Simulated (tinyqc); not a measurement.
Worked calculation: RHF in the sto-3g basis, for BH2+, spin multiplicity 1. Computed by tinyqc, a small Python program that keeps every step (integrals from PySCF). Settings: charge = 1, multiplicity = 1, basis = sto-3g, energy threshold = 1e-10, iteration cap = 80, orthogonalisation = canonical, start = core, DIIS depth = 0, method = RHF. Command: `OMP_NUM_THREADS=1 python tinyqc.py 26569 26570 out.jsonl` (the two numbers bound the seeds that draw the settings). One thread of a shared host (Intel(R) Xeon(R) Processor @ 2.60GHz), about 0.06 s of CPU time with the checks. Later iterations appear only in the table of the cycle.

## One-electron integrals

Geometry (angstrom):
```
atom       x        y       z
B     0.0000   0.0000  0.0000
H     0.0000   1.2990  0.5130
H     0.0000  -1.2990  0.5130
```

Basis sto-3g: exponents (1/bohr^2) and contraction coefficients of normalised primitives:
```
element  l (shell)  exponent  coefficient
B            s (1)   48.7911       0.1543
B            s (1)    8.8874       0.5353
B            s (1)    2.4053       0.4446
B            s (2)    2.2370      -0.1000
B            s (2)    0.5198       0.3995
B            s (2)    0.1691       0.7001
B            p (3)    2.2370       0.1559
B            p (3)    0.5198       0.6077
B            p (3)    0.1691       0.3920
H            s (1)    3.4253       0.1543
H            s (1)    0.6239       0.5353
H            s (1)    0.1689       0.4446
```

Overlap, kinetic and nuclear-attraction integrals over the contracted functions; the nuclear repulsion is the sum of Za Zb / Rab.

nuclear repulsion = 3.992649 hartree

overlap S, order 1B 1s, 1B 2s, 1B 2px, 1B 2py, 1B 2pz, 2H 1s, 3H 1s:
```
[[1.0000, 0.2693, 0.0000, 0.0000, 0.0000, 0.0417, 0.0417],
 [0.2693, 1.0000, 0.0000, 0.0000, 0.0000, 0.3751, 0.3751],
 [0.0000, 0.0000, 1.0000, 0.0000, 0.0000, 0.0000, 0.0000],
 [0.0000, 0.0000, 0.0000, 1.0000, 0.0000, 0.3841, -0.3841],
 [0.0000, 0.0000, 0.0000, 0.0000, 1.0000, 0.1517, 0.1517],
 [0.0417, 0.3751, 0.0000, 0.3841, 0.1517, 1.0000, 0.0411],
 [0.0417, 0.3751, 0.0000, -0.3841, 0.1517, 0.0411, 1.0000]]
```

kinetic energy T (hartree), order 1B 1s, 1B 2s, 1B 2px, 1B 2py, 1B 2pz, 2H 1s, 3H 1s:
```
[[10.8263, -0.0480, 0.0000, 0.0000, 0.0000, -0.0120, -0.0120],
 [-0.0480, 0.3592, 0.0000, 0.0000, 0.0000, 0.0454, 0.0454],
 [0.0000, 0.0000, 1.1239, 0.0000, 0.0000, 0.0000, 0.0000],
 [0.0000, 0.0000, 0.0000, 1.1239, 0.0000, 0.1293, -0.1293],
 [0.0000, 0.0000, 0.0000, 0.0000, 1.1239, 0.0511, 0.0511],
 [-0.0120, 0.0454, 0.0000, 0.1293, 0.0511, 0.7600, -0.0100],
 [-0.0120, 0.0454, 0.0000, -0.1293, 0.0511, -0.0100, 0.7600]]
```

nuclear attraction V (hartree), order 1B 1s, 1B 2s, 1B 2px, 1B 2py, 1B 2pz, 2H 1s, 3H 1s:
```
[[-23.9052, -3.3435, 0.0000, 0.0000, -0.0099, -0.5196, -0.5196],
 [-3.3435, -4.5176, 0.0000, 0.0000, -0.0935, -1.4165, -1.4165],
 [0.0000, 0.0000, -4.4279, 0.0000, 0.0000, 0.0000, 0.0000],
 [0.0000, 0.0000, 0.0000, -4.5811, 0.0000, -1.3625, 1.3625],
 [-0.0099, -0.0935, 0.0000, 0.0000, -4.4518, -0.5505, -0.5505],
 [-0.5196, -1.4165, 0.0000, -1.3625, -0.5505, -3.3129, -0.1563],
 [-0.5196, -1.4165, 0.0000, 1.3625, -0.5505, -0.1563, -3.3129]]
```

core Hamiltonian H = T + V (hartree), order 1B 1s, 1B 2s, 1B 2px, 1B 2py, 1B 2pz, 2H 1s, 3H 1s:
```
[[-13.0789, -3.3914, 0.0000, 0.0000, -0.0099, -0.5317, -0.5317],
 [-3.3914, -4.1584, 0.0000, 0.0000, -0.0935, -1.3711, -1.3711],
 [0.0000, 0.0000, -3.3040, 0.0000, 0.0000, 0.0000, 0.0000],
 [0.0000, 0.0000, 0.0000, -3.4573, 0.0000, -1.2331, 1.2331],
 [-0.0099, -0.0935, 0.0000, 0.0000, -3.3279, -0.4994, -0.4994],
 [-0.5317, -1.3711, 0.0000, -1.2331, -0.4994, -2.5529, -0.1663],
 [-0.5317, -1.3711, 0.0000, 1.2331, -0.4994, -0.1663, -2.5529]]
```

## Two-electron integrals

Functions are numbered as in S; the eight-fold symmetry (ij|kl) = (ji|kl) = (kl|ij) leaves the list below.

Two-electron integrals (ij|kl) in chemists' order, unique and non-zero (hartree):
```
(11|11) 2.9235      (21|11) 0.5184      (21|21) 0.1093      (22|11) 0.7442
(22|21) 0.1932      (22|22) 0.5448      (31|31) 0.0203      (32|31) 0.0300
(32|32) 0.1203      (33|11) 0.7425      (33|21) 0.1932      (33|22) 0.5447
(33|33) 0.5868      (41|41) 0.0203      (42|41) 0.0300      (42|42) 0.1203
(43|43) 0.0316      (44|11) 0.7425      (44|21) 0.1932      (44|22) 0.5447
(44|33) 0.5235      (44|44) 0.5868      (51|51) 0.0203      (52|51) 0.0300
(52|52) 0.1203      (53|53) 0.0316      (54|54) 0.0316      (55|11) 0.7425
(55|21) 0.1932      (55|22) 0.5447      (55|33) 0.5235      (55|44) 0.5235
(55|55) 0.5868      (61|11) 0.0798      (61|21) 0.0168      (61|22) 0.0298
(61|33) 0.0297      (61|41) 0.0011      (61|42) 0.0021      (61|44) 0.0300
(61|51) 4.36e-04    (61|52) 0.0008      (61|54) 1.48e-04    (61|55) 0.0297
(61|61) 0.0027      (62|11) 0.2085      (62|21) 0.0550      (62|22) 0.1729
(62|33) 0.1678      (62|41) 0.0056      (62|42) 0.0354      (62|44) 0.1808
(62|51) 0.0022      (62|52) 0.0140      (62|54) 0.0052      (62|55) 0.1698
(62|61) 0.0090      (62|62) 0.0785      (63|31) 0.0053      (63|32) 0.0252
(63|43) 0.0065      (63|53) 0.0025      (63|63) 0.0082      (64|11) 0.1875
(64|21) 0.0501      (64|22) 0.1661      (64|33) 0.1574      (64|41) 0.0096
(64|42) 0.0560      (64|44) 0.1817      (64|51) 0.0017      (64|52) 0.0122
(64|54) 0.0070      (64|55) 0.1592      (64|61) 0.0086      (64|62) 0.0881
(64|64) 0.1050      (65|11) 0.0741      (65|21) 0.0198      (65|22) 0.0656
(65|33) 0.0622      (65|41) 0.0017      (65|42) 0.0122      (65|44) 0.0666
(65|51) 0.0060      (65|52) 0.0300      (65|54) 0.0082      (65|55) 0.0680
(65|61) 0.0034      (65|62) 0.0348      (65|64) 0.0382      (65|65) 0.0233
(66|11) 0.3763      (66|21) 0.1011      (66|22) 0.3604      (66|33) 0.3396
(66|41) 0.0118      (66|42) 0.1008      (66|44) 0.3932      (66|51) 0.0047
(66|52) 0.0398      (66|54) 0.0212      (66|55) 0.3479      (66|61) 0.0168
(66|62) 0.2147      (66|64) 0.2609      (66|65) 0.1030      (66|66) 0.7746
(71|11) 0.0798      (71|21) 0.0168      (71|22) 0.0298      (71|33) 0.0297
(71|41) -0.0011     (71|42) -0.0021     (71|44) 0.0300      (71|51) 4.36e-04
(71|52) 0.0008      (71|54) -1.48e-04   (71|55) 0.0297      (71|61) 0.0025
(71|62) 0.0082      (71|64) 0.0071      (71|65) 0.0031      (71|66) 0.0149
(71|71) 0.0027      (72|11) 0.2085      (72|21) 0.0550      (72|22) 0.1729
(72|33) 0.1678      (72|41) -0.0056     (72|42) -0.0354     (72|44) 0.1808
(72|51) 0.0022      (72|52) 0.0140      (72|54) -0.0052     (72|55) 0.1698
(72|61) 0.0082      (72|62) 0.0477      (72|64) 0.0408      (72|65) 0.0207
(72|66) 0.0971      (72|71) 0.0090      (72|72) 0.0785      (73|31) 0.0053
(73|32) 0.0252      (73|43) -0.0065     (73|53) 0.0025      (73|63) 0.0044
(73|73) 0.0082      (74|11) -0.1875     (74|21) -0.0501     (74|22) -0.1661
(74|33) -0.1574     (74|41) 0.0096      (74|42) 0.0560      (74|44) -0.1817
(74|51) -0.0017     (74|52) -0.0122     (74|54) 0.0070      (74|55) -0.1592
(74|61) -0.0071     (74|62) -0.0408     (74|64) -0.0317     (74|65) -0.0174
(74|66) -0.0810     (74|71) -0.0086     (74|72) -0.0881     (74|74) 0.1050
(75|11) 0.0741      (75|21) 0.0198      (75|22) 0.0656      (75|33) 0.0622
(75|41) -0.0017     (75|42) -0.0122     (75|44) 0.0666      (75|51) 0.0060
(75|52) 0.0300      (75|54) -0.0082     (75|55) 0.0680      (75|61) 0.0031
(75|62) 0.0207      (75|64) 0.0174      (75|65) 0.0131      (75|66) 0.0436
(75|71) 0.0034      (75|72) 0.0348      (75|74) -0.0382     (75|75) 0.0233
(76|11) 0.0236      (76|21) 0.0062      (76|22) 0.0193      (76|33) 0.0189
(76|44) 0.0196      (76|51) 4.55e-04    (76|52) 0.0028      (76|55) 0.0195
(76|61) 0.0010      (76|62) 0.0070      (76|64) 0.0069      (76|65) 0.0034
(76|66) 0.0165      (76|71) 0.0010      (76|72) 0.0070      (76|74) -0.0069
(76|75) 0.0034      (76|76) 0.0008      (77|11) 0.3763      (77|21) 0.1011
(77|22) 0.3604      (77|33) 0.3396      (77|41) -0.0118     (77|42) -0.1008
(77|44) 0.3932      (77|51) 0.0047      (77|52) 0.0398      (77|54) -0.0212
(77|55) 0.3479      (77|61) 0.0149      (77|62) 0.0971      (77|64) 0.0810
(77|65) 0.0436      (77|66) 0.2036      (77|71) 0.0168      (77|72) 0.2147
(77|74) -0.2609     (77|75) 0.1030      (77|76) 0.0165      (77|77) 0.7746
```

## Orthogonalisation

S = U s U^T; canonical form X = U s^(-1/2), so that X^T S X = 1. Each column of U has its largest component positive (the first on a tie).

eigenvalues of S: [0.4118, 0.4358, 0.8873, 1.0000, 1.0756, 1.5231, 1.6664]

X, order 1B 1s, 1B 2s, 1B 2px, 1B 2py, 1B 2pz, 2H 1s, 3H 1s:
```
[[-0.3929, 0.0000, 0.7513, 0.0000, -0.5560, 0.0000, 0.2487],
 [1.0754, 0.0000, -0.2420, 0.0000, -0.2113, 0.0000, 0.5043],
 [0.0000, 0.0000, 0.0000, 1.0000, 0.0000, 0.0000, 0.0000],
 [0.0000, 1.0507, 0.0000, 0.0000, 0.0000, 0.5837, 0.0000],
 [0.3622, 0.0000, 0.6285, 0.0000, 0.7158, 0.0000, 0.1633],
 [-0.7022, -0.7716, -0.2334, 0.0000, 0.1783, 0.3974, 0.3587],
 [-0.7022, 0.7716, -0.2334, 0.0000, 0.1783, -0.3974, 0.3587]]
```

## Starting guess

The start is the orbitals of the core Hamiltonian; D = 2 C_occ C_occ^T.

D at the start, order 1B 1s, 1B 2s, 1B 2px, 1B 2py, 1B 2pz, 2H 1s, 3H 1s:
```
[[2.1493, -0.5642, 0.0000, 0.0000, -0.2029, 0.0544, 0.0544],
 [-0.5642, 2.1147, 0.0000, 0.0000, 0.8093, -0.1794, -0.1794],
 [0.0000, 0.0000, 0.0000, 0.0000, 0.0000, 0.0000, 0.0000],
 [0.0000, 0.0000, 0.0000, 2.3384, 0.0000, -0.2550, 0.2550],
 [-0.2029, 0.8093, 0.0000, 0.0000, 0.3098, -0.0686, -0.0686],
 [0.0544, -0.1794, 0.0000, -0.2550, -0.0686, 0.0430, -0.0126],
 [0.0544, -0.1794, 0.0000, 0.2550, -0.0686, -0.0126, 0.0430]]
```

## Iteration 1: building the Fock matrix

J_ij = sum D_kl (ij|kl), K_ij = sum D_kl (ik|jl); F = H + J - 0.5 K; E = tr D H + tr D J / 2 - 0.25 tr D K + E_nn.

Coulomb J (hartree), order 1B 1s, 1B 2s, 1B 2px, 1B 2py, 1B 2pz, 2H 1s, 3H 1s:
```
[[8.9266, 1.8272, 0.0000, 0.0000, 0.0358, 0.2831, 0.2831],
 [1.8272, 3.7017, 0.0000, 0.0000, 0.1555, 1.1452, 1.1452],
 [0.0000, 0.0000, 3.6533, 0.0000, 0.0000, 0.0000, 0.0000],
 [0.0000, 0.0000, 0.0000, 3.7705, 0.0000, 1.0836, -1.0836],
 [0.0358, 0.1555, 0.0000, 0.0000, 3.6687, 0.4524, 0.4524],
 [0.2831, 1.1452, 0.0000, 1.0836, 0.4524, 2.2854, 0.1295],
 [0.2831, 1.1452, 0.0000, -1.0836, 0.4524, 0.1295, 2.2854]]
```

exchange K (hartree), order 1B 1s, 1B 2s, 1B 2px, 1B 2py, 1B 2pz, 2H 1s, 3H 1s:
```
[[5.9875, 1.1109, 0.0000, 0.0000, 0.0210, 0.1841, 0.1841],
 [1.1109, 1.3413, 0.0000, 0.0000, 0.4330, 0.4340, 0.4340],
 [0.0000, 0.0000, 0.3243, 0.0000, 0.0000, 0.0000, 0.0000],
 [0.0000, 0.0000, 0.0000, 1.4307, 0.0000, 0.3669, -0.3669],
 [0.0210, 0.4330, 0.0000, 0.0000, 0.4743, 0.1694, 0.1694],
 [0.1841, 0.4340, 0.0000, 0.3669, 0.1694, 0.2804, 0.0538],
 [0.1841, 0.4340, 0.0000, -0.3669, 0.1694, 0.0538, 0.2804]]
```

Fock matrix F (hartree), order 1B 1s, 1B 2s, 1B 2px, 1B 2py, 1B 2pz, 2H 1s, 3H 1s:
```
[[-7.1460, -2.1196, 0.0000, 0.0000, 0.0154, -0.3406, -0.3406],
 [-2.1196, -1.1274, 0.0000, 0.0000, -0.1546, -0.4429, -0.4429],
 [0.0000, 0.0000, 0.1871, 0.0000, 0.0000, 0.0000, 0.0000],
 [0.0000, 0.0000, 0.0000, -0.4021, 0.0000, -0.3330, 0.3330],
 [0.0154, -0.1546, 0.0000, 0.0000, 0.1036, -0.1317, -0.1317],
 [-0.3406, -0.4429, 0.0000, -0.3330, -0.1317, -0.4077, -0.0637],
 [-0.3406, -0.4429, 0.0000, 0.3330, -0.1317, -0.0637, -0.4077]]
```

total energy of this density = -24.118767 hartree

## Iteration 1: diagonalisation and new density

Diagonalise F' = X^T F X, C = X C', fill 3 alpha and 3 beta electrons from the bottom; D = 2 C_occ C_occ^T. Each column has its largest component positive (the first on a tie).

F' = X^T F X (hartree):
```
[[-0.0958, 0.0000, 0.7743, 0.0000, -0.5871, 0.0000, 0.3114],
 [0.0000, 0.2263, 0.0000, 0.0000, 0.0000, -0.0138, 0.0000],
 [0.7743, 0.0000, -3.0615, 0.0000, 2.9441, 0.0000, -1.8343],
 [0.0000, 0.0000, 0.0000, 0.1871, 0.0000, 0.0000, 0.0000],
 [-0.5871, 0.0000, 2.9441, 0.0000, -2.5653, 0.0000, 1.7344],
 [0.0000, -0.0138, 0.0000, 0.0000, 0.0000, -0.5546, 0.0000],
 [0.3114, 0.0000, -1.8343, 0.0000, 1.7344, 0.0000, -1.8759]]
```

orbital energies (hartree): [-7.1525, -0.6676, -0.5548, 0.0198, 0.1871, 0.2018, 0.2266]

coefficients C, order 1B 1s, 1B 2s, 1B 2px, 1B 2py, 1B 2pz, 2H 1s, 3H 1s:
```
[[0.9903, -0.2387, 0.0000, -0.2229, 0.0000, -0.0491, 0.0000],
 [0.0359, 0.7033, 0.0000, 0.9578, 0.0000, 0.3173, 0.0000],
 [0.0000, 0.0000, 0.0000, 0.0000, 1.0000, 0.0000, 0.0000],
 [0.0000, 0.0000, 0.6021, 0.0000, 0.0000, 0.0000, 1.0402],
 [0.0001, 0.1690, 0.0000, -0.2731, 0.0000, 0.9808, 0.0000],
 [-0.0055, 0.2947, 0.3837, -0.6471, 0.0000, -0.4499, -0.7785],
 [-0.0055, 0.2947, -0.3837, -0.6471, 0.0000, -0.4499, 0.7785]]
```

D after iteration 1, order 1B 1s, 1B 2s, 1B 2px, 1B 2py, 1B 2pz, 2H 1s, 3H 1s:
```
[[2.0754, -0.2647, 0.0000, 0.0000, -0.0804, -0.1516, -0.1516],
 [-0.2647, 0.9920, 0.0000, 0.0000, 0.2377, 0.4141, 0.4141],
 [0.0000, 0.0000, 0.0000, 0.0000, 0.0000, 0.0000, 0.0000],
 [0.0000, 0.0000, 0.0000, 0.7251, 0.0000, 0.4621, -0.4621],
 [-0.0804, 0.2377, 0.0000, 0.0000, 0.0571, 0.0996, 0.0996],
 [-0.1516, 0.4141, 0.0000, 0.4621, 0.0996, 0.4682, -0.1208],
 [-0.1516, 0.4141, 0.0000, -0.4621, 0.0996, -0.1208, 0.4682]]
```

## Iteration 2: building the Fock matrix

As before.

Coulomb J (hartree), order 1B 1s, 1B 2s, 1B 2px, 1B 2py, 1B 2pz, 2H 1s, 3H 1s:
```
[[8.1318, 1.6356, 0.0000, 0.0000, 0.0242, 0.2533, 0.2533],
 [1.6356, 3.3431, 0.0000, 0.0000, 0.1461, 1.0959, 1.0959],
 [0.0000, 0.0000, 3.2775, 0.0000, 0.0000, 0.0000, 0.0000],
 [0.0000, 0.0000, 0.0000, 3.4415, 0.0000, 1.0716, -1.0716],
 [0.0242, 0.1461, 0.0000, 0.0000, 3.2978, 0.4443, 0.4443],
 [0.2533, 1.0959, 0.0000, 1.0716, 0.4443, 2.4559, 0.1218],
 [0.2533, 1.0959, 0.0000, -1.0716, 0.4443, 0.1218, 2.4559]]
```

exchange K (hartree), order 1B 1s, 1B 2s, 1B 2px, 1B 2py, 1B 2pz, 2H 1s, 3H 1s:
```
[[5.9007, 1.0812, 0.0000, 0.0000, -0.0025, 0.1711, 0.1711],
 [1.0812, 1.1450, 0.0000, 0.0000, 0.2827, 0.6035, 0.6035],
 [0.0000, 0.0000, 0.2285, 0.0000, 0.0000, 0.0000, 0.0000],
 [0.0000, 0.0000, 0.0000, 1.1044, 0.0000, 0.5988, -0.5988],
 [-0.0025, 0.2827, 0.0000, 0.0000, 0.3091, 0.2102, 0.2102],
 [0.1711, 0.6035, 0.0000, 0.5988, 0.2102, 0.9653, 0.0483],
 [0.1711, 0.6035, 0.0000, -0.5988, 0.2102, 0.0483, 0.9653]]
```

Fock matrix F (hartree), order 1B 1s, 1B 2s, 1B 2px, 1B 2py, 1B 2pz, 2H 1s, 3H 1s:
```
[[-7.8975, -2.2964, 0.0000, 0.0000, 0.0156, -0.3640, -0.3640],
 [-2.2964, -1.3878, 0.0000, 0.0000, -0.0888, -0.5770, -0.5770],
 [0.0000, 0.0000, -0.1407, 0.0000, 0.0000, 0.0000, 0.0000],
 [0.0000, 0.0000, 0.0000, -0.5679, 0.0000, -0.4609, 0.4609],
 [0.0156, -0.0888, 0.0000, 0.0000, -0.1847, -0.1602, -0.1602],
 [-0.3640, -0.5770, 0.0000, -0.4609, -0.1602, -0.5796, -0.0686],
 [-0.3640, -0.5770, 0.0000, 0.4609, -0.1602, -0.0686, -0.5796]]
```

total energy of this density = -25.100339 hartree

## Iteration 2: diagonalisation and new density

As before.

F' = X^T F X (hartree):
```
[[-0.1164, 0.0000, 0.8913, 0.0000, -0.6672, 0.0000, 0.3323],
 [0.0000, 0.2591, 0.0000, 0.0000, 0.0000, -0.0047, 0.0000],
 [0.8913, 0.0000, -3.5869, 0.0000, 3.1031, 0.0000, -1.9466],
 [0.0000, 0.0000, 0.0000, -0.1407, 0.0000, 0.0000, 0.0000],
 [-0.6672, 0.0000, 3.1031, 0.0000, -3.0148, 0.0000, 1.8773],
 [0.0000, -0.0047, 0.0000, 0.0000, 0.0000, -0.7825, 0.0000],
 [0.3323, 0.0000, -1.9466, 0.0000, 1.8773, 0.0000, -2.1873]]
```

orbital energies (hartree): [-7.9020, -0.9161, -0.7825, -0.2054, -0.1407, 0.1182, 0.2591]

coefficients C, order 1B 1s, 1B 2s, 1B 2px, 1B 2py, 1B 2pz, 2H 1s, 3H 1s:
```
[[0.9923, -0.2370, 0.0000, 0.1318, 0.0000, -0.1779, 0.0000],
 [0.0289, 0.7127, 0.0000, -0.5279, 0.0000, 0.8524, 0.0000],
 [0.0000, 0.0000, 0.0000, 0.0000, 1.0000, 0.0000, 0.0000],
 [0.0000, 0.0000, 0.5884, 0.0000, 0.0000, 0.0000, 1.0480],
 [-0.0004, 0.1090, 0.0000, 0.8214, 0.0000, 0.6153, 0.0000],
 [-0.0045, 0.2995, 0.3939, 0.2558, 0.0000, -0.7436, -0.7734],
 [-0.0045, 0.2995, -0.3939, 0.2558, 0.0000, -0.7436, 0.7734]]
```

D after iteration 2, order 1B 1s, 1B 2s, 1B 2px, 1B 2py, 1B 2pz, 2H 1s, 3H 1s:
```
[[2.0815, -0.2803, 0.0000, 0.0000, -0.0525, -0.1510, -0.1510],
 [-0.2803, 1.0177, 0.0000, 0.0000, 0.1553, 0.4266, 0.4266],
 [0.0000, 0.0000, 0.0000, 0.0000, 0.0000, 0.0000, 0.0000],
 [0.0000, 0.0000, 0.0000, 0.6925, 0.0000, 0.4636, -0.4636],
 [-0.0525, 0.1553, 0.0000, 0.0000, 0.0238, 0.0653, 0.0653],
 [-0.1510, 0.4266, 0.0000, 0.4636, 0.0653, 0.4898, -0.1310],
 [-0.1510, 0.4266, 0.0000, -0.4636, 0.0653, -0.1310, 0.4898]]
```

## Iteration 13 (converged): orbitals

converged F (hartree), order 1B 1s, 1B 2s, 1B 2px, 1B 2py, 1B 2pz, 2H 1s, 3H 1s:
```
[[-7.9111, -2.2969, 0.0000, 0.0000, 0.0077, -0.3644, -0.3644],
 [-2.2969, -1.4063, 0.0000, 0.0000, -0.0743, -0.5821, -0.5821],
 [0.0000, 0.0000, -0.1496, 0.0000, 0.0000, 0.0000, 0.0000],
 [0.0000, 0.0000, 0.0000, -0.5677, 0.0000, -0.4641, 0.4641],
 [0.0077, -0.0743, 0.0000, 0.0000, -0.1780, -0.1464, -0.1464],
 [-0.3644, -0.5821, 0.0000, -0.4641, -0.1464, -0.5885, -0.0656],
 [-0.3644, -0.5821, 0.0000, 0.4641, -0.1464, -0.0656, -0.5885]]
```

As before.

F' = X^T F X (hartree):
```
[[-0.1300, 0.0000, 0.8944, 0.0000, -0.6645, 0.0000, 0.3323],
 [0.0000, 0.2558, 0.0000, 0.0000, 0.0000, 0.0030, 0.0000],
 [0.8944, 0.0000, -3.6144, 0.0000, 3.1036, 0.0000, -1.9365],
 [0.0000, 0.0000, 0.0000, -0.1496, 0.0000, 0.0000, 0.0000],
 [-0.6645, 0.0000, 3.1036, 0.0000, -3.0070, 0.0000, 1.8933],
 [0.0000, 0.0030, 0.0000, 0.0000, 0.0000, -0.7892, 0.0000],
 [0.3323, 0.0000, -1.9365, 0.0000, 1.8933, 0.0000, -2.1931]]
```

orbital energies (hartree): [-7.9155, -0.9276, -0.7892, -0.2063, -0.1496, 0.1050, 0.2558]

coefficients C, order 1B 1s, 1B 2s, 1B 2px, 1B 2py, 1B 2pz, 2H 1s, 3H 1s:
```
[[0.9924, -0.2399, 0.0000, 0.1240, 0.0000, -0.1789, 0.0000],
 [0.0285, 0.7246, 0.0000, -0.5092, 0.0000, 0.8538, 0.0000],
 [0.0000, 0.0000, 0.0000, 0.0000, 1.0000, 0.0000, 0.0000],
 [0.0000, 0.0000, 0.5807, 0.0000, 0.0000, 0.0000, 1.0523],
 [0.0005, 0.0787, 0.0000, 0.8211, 0.0000, 0.6203, 0.0000],
 [-0.0045, 0.2953, 0.3996, 0.2694, 0.0000, -0.7404, -0.7704],
 [-0.0045, 0.2953, -0.3996, 0.2694, 0.0000, -0.7404, 0.7704]]
```

D after iteration 13, order 1B 1s, 1B 2s, 1B 2px, 1B 2py, 1B 2pz, 2H 1s, 3H 1s:
```
[[2.0848, -0.2911, 0.0000, 0.0000, -0.0367, -0.1507, -0.1507],
 [-0.2911, 1.0518, 0.0000, 0.0000, 0.1141, 0.4277, 0.4277],
 [0.0000, 0.0000, 0.0000, 0.0000, 0.0000, 0.0000, 0.0000],
 [0.0000, 0.0000, 0.0000, 0.6744, 0.0000, 0.4641, -0.4641],
 [-0.0367, 0.1141, 0.0000, 0.0000, 0.0124, 0.0465, 0.0465],
 [-0.1507, 0.4277, 0.0000, 0.4641, 0.0465, 0.4938, -0.1450],
 [-0.1507, 0.4277, 0.0000, -0.4641, 0.0465, -0.1450, 0.4938]]
```

## Convergence

Stop when the energy changes by less than 1e-10 hartree and every element of the error matrix X^T (F D S - S D F) X is below 3e-06.

Course of the cycle:
```
iteration  E (hartree)     change  largest element of the error matrix
1           -24.118767          -                             7.25e-01
2           -25.100339  -9.82e-01                             5.92e-02
3           -25.108432  -8.09e-03                             2.17e-02
4           -25.109398  -9.66e-04                             7.74e-03
5           -25.109521  -1.23e-04                             2.71e-03
6           -25.109537  -1.61e-05                             9.50e-04
7           -25.109539  -2.16e-06                             3.36e-04
8           -25.109539  -2.93e-07                             1.20e-04
9           -25.109539  -4.00e-08                             4.34e-05
10          -25.109539  -5.48e-09                             1.64e-05
11          -25.109539  -7.54e-10                             6.16e-06
12          -25.109539  -1.04e-10                             2.31e-06
13          -25.109539  -1.42e-11                             8.62e-07
```

PySCF RHF in the same basis = -25.109539 hartree

Converged in 13 iterations.

## Populations, bond orders and dipole

Mulliken: Z minus the diagonal of D S on the atom; Loewdin: the same with S^(1/2) D S^(1/2); Mayer order: 2 sum_s sum (D(s) S)_ij (D(s) S)_ji over the two atoms.

Charges (e):
```
atom  Mulliken  Loewdin
1B      0.6545   0.7204
2H      0.1728   0.1398
3H      0.1728   0.1398
```

Mayer bond orders:
```
pair   order
2-1   0.9501
3-1   0.9501
3-2   0.0201
```

dipole moment about the origin, x y z (debye): [0.0000, 0.0000, -0.0347]
